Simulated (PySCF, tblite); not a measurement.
Species: thioacetamide, C2H5NS.
Bonds: C1–C2, C2–N3, C2–S4 (double). Hydrogens: H5, H6, H7 on C1; H8, H9 on N3.

Computed geometry: GFN2-xTB, gas phase.

What internal coordinates does the optimisation give?

```
               bond  length (Å)
              C1–C2       1.495
              C2–N3       1.343
              C2=S4       1.637
C1–H5, C1–H6, C1–H7       1.089
              N3–H8       1.006
              N3–H9       1.006
```

Bonds in one row agree within 0.01 Å and their mean is given. A selection of angles:
```
   angle  degrees
C2–C1–H5    110.1
H5–C1–H6    108.2
H5–C1–H7    109.0
C1–C2–N3    116.2
C1–C2–S4    122.8
N3–C2–S4    121.0
C2–N3–H8    119.0
C2–N3–H9    121.9
H8–N3–H9    119.2
```

N3 (nitrogen bound to a thiocarbonyl carbon) is planar (angles 121.9°, 119.2° and 119.0°, sum 360.0°, 0.00 Å off the plane of its three neighbours). The 4 heavy atoms lie in one plane (0.001 Å rms).

Its GFN2-xTB frequencies are all real (lowest 55 cm⁻¹). One conformer, not necessarily the lowest (C1–C2–N3–H 180° and 0°).
